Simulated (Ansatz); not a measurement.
```yaml
crystal:
  periodic: [false, false, false]
  atoms:
    - {symbol: As, position_ang: [-0.916955, -0.005900, 0.721334]}
    - {symbol: Se, position_ang: [0.879604, 0.004959, -0.726048]}
    - {symbol: H, position_ang: [-0.398061, 1.091926, 1.607776]}
    - {symbol: H, position_ang: [-0.349837, -1.041848, 1.651625]}
basis:
  gaussian: {orbitals: def2-TZVP}
magnetization: {spin_polarized: true, initial_magnetization: 1}
hamiltonian: {xc: pbe0}
relax: {f_tol: 0.004, max_steps: 80}
```

```sh
$ ansatz run in.yaml --threads 1 --pin off --events-out ev --progress --plain --max-ram 2176MiB
```

Steps of the relaxation (energy above the last step; positions in Å, forces in eV/Å):

```
4
step 1, 38.8 meV
As   -0.917   -0.006    0.721    0.028   -0.001   -0.082
Se    0.880    0.005   -0.726    0.109   -0.003   -0.261
H    -0.398    1.092    1.608   -0.078    0.423    0.163
H    -0.350   -1.042    1.652   -0.059   -0.419    0.180
```

```
4
step 2, 12.8 meV
As   -0.840   -0.004    0.745    0.198   -0.001   -0.268
Se    0.898    0.004   -0.805   -0.297    0.000    0.333
H    -0.447    1.175    1.633    0.054   -0.179   -0.028
H    -0.395   -1.126    1.681    0.046    0.180   -0.036
```

```
4
step 3, 1.1 meV
As   -0.862   -0.004    0.732    0.123    0.001   -0.074
Se    0.889    0.004   -0.778   -0.104   -0.001    0.081
H    -0.432    1.148    1.627   -0.009   -0.008   -0.004
H    -0.381   -1.098    1.674   -0.010    0.007   -0.004
```

```
4
step 8, 0.0 meV
As   -0.850   -0.004    0.730    0.000    0.000   -0.001
Se    0.884    0.004   -0.779    0.000    0.000   -0.001
H    -0.435    1.150    1.629    0.000   -0.001    0.001
H    -0.384   -1.100    1.675    0.000    0.001    0.001
```

Close pairs at the end: As1–H3 1.521 Å, As1–H4 1.521 Å, As1–Se2 2.299 Å.

A stationary point of unrestricted PBE0 after 8 steps, with ⟨S²⟩ = 0.755 against 0.75 for a pure state; no frequencies were run, so it isn't proven a minimum. 56 s on 1 thread of Intel Xeon Platinum 8488C, shared host.
